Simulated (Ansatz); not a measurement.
Energy on a grid of two coordinates

MgClF (SMILES [F][Mg][Cl]), singlet, PBE0-D4/def2-TZVP minimum:

```xyz
3
angstrom
F -1.5294 0.7922 -0.7570
Mg -0.1181 0.0396 -0.0608
Cl 1.6366 -0.8966 0.8046
```

Rows set the bond length F1–Mg2 (Å; 1.744 at the minimum), columns the bond length Mg2–Cl3 (Å; 2.169), set in this order; the parts move rigidly, in a bend the first-named atom's side turns in the plane, and in a torsion the whole end group turns. CCSD(T) energies count from the value at that structure, in eV. Ansatz 0.2.0; basis: def2-TZVPP; cores frozen in the correlated methods. The outer core shell of Li, Na, Mg and K is correlated. The def2 sets are not built for correlating such inner shells, so the correlated values are less sure here.

| F1–Mg2 \ Mg2–Cl3 | 1.909 | 2.019 | 2.179 | 2.367 | 2.575 | 2.799 | 3.037 |
| --- | --- | --- | --- | --- | --- | --- | --- |
| 1.430 | 2.723 | 2.214 | 1.979 | 2.137 | ? | 3.136 | 3.752 |
| 1.537 | 1.420 | 0.918 | 0.694 | 0.863 | 1.303 | 1.882 | 2.507 |
| 1.694 | 0.734 | 0.241 | 0.031 | 0.214 | 0.668 | 1.259 | 1.894 |
| 1.877 | 0.829 | 0.346 | 0.150 | 0.347 | 0.812 | 1.414 | 2.058 |
| 2.079 | 1.382 | 0.908 | 0.724 | 0.932 | 1.409 | 2.020 | 2.673 |
| 2.297 | 2.138 | 1.672 | 1.498 | 1.717 | 2.203 | ? | ? |
| 2.529 | 2.948 | 2.489 | 2.323 | ? | 3.046 | 3.674 | 4.336 |

Problem. Fill in the withheld cells. (To be estimated.)

Solution. The calculation gives: (1.430, 2.575): 2.566; (2.297, 2.799): 2.824; (2.297, 3.037): 3.483; (2.529, 2.367): 2.551 eV. These count from the CCSD(T) energy at the PBE0-D4 minimum.

The same grid for a cheaper method: PBE-D4 − CCSD(T), both counted from the minimum, in eV:
```json
{"F1–Mg2 \\ Mg2–Cl3": "1.430", "1.909": "0.094", "2.019": "0.102", "2.179": "0.101", "2.367": "0.086", "2.575": "0.052", "2.799": "0.001", "3.037": "-0.059"}
{"F1–Mg2 \\ Mg2–Cl3": "1.537", "1.909": "0.066", "2.019": "0.073", "2.179": "0.072", "2.367": "0.055", "2.575": "0.021", "2.799": "-0.031", "3.037": "-0.092"}
{"F1–Mg2 \\ Mg2–Cl3": "1.694", "1.909": "0.014", "2.019": "0.021", "2.179": "0.017", "2.367": "-0.001", "2.575": "-0.037", "2.799": "-0.090", "3.037": "-0.153"}
{"F1–Mg2 \\ Mg2–Cl3": "1.877", "1.909": "-0.047", "2.019": "-0.042", "2.179": "-0.047", "2.367": "-0.068", "2.575": "-0.106", "2.799": "-0.162", "3.037": "-0.228"}
{"F1–Mg2 \\ Mg2–Cl3": "2.079", "1.909": "-0.113", "2.019": "-0.109", "2.179": "-0.116", "2.367": "-0.139", "2.575": "-0.181", "2.799": "-0.241", "3.037": "-0.312"}
{"F1–Mg2 \\ Mg2–Cl3": "2.297", "1.909": "-0.188", "2.019": "-0.185", "2.179": "-0.194", "2.367": "-0.221", "2.575": "-0.267", "2.799": "-0.332", "3.037": "-0.406"}
{"F1–Mg2 \\ Mg2–Cl3": "2.529", "1.909": "-0.273", "2.019": "-0.272", "2.179": "-0.284", "2.367": "-0.314", "2.575": "-0.364", "2.799": "-0.432", "3.037": "-0.513"}
```

T1 diagnostic: at most 0.021.

For scale, one of the runs: CCSD(T)/def2-TZVPP, 105 basis functions (an equivalent command: `ansatz run in.yaml --threads 2`). Hardware: 2 CPU threads, shared host. Wall time about 3.2 s.
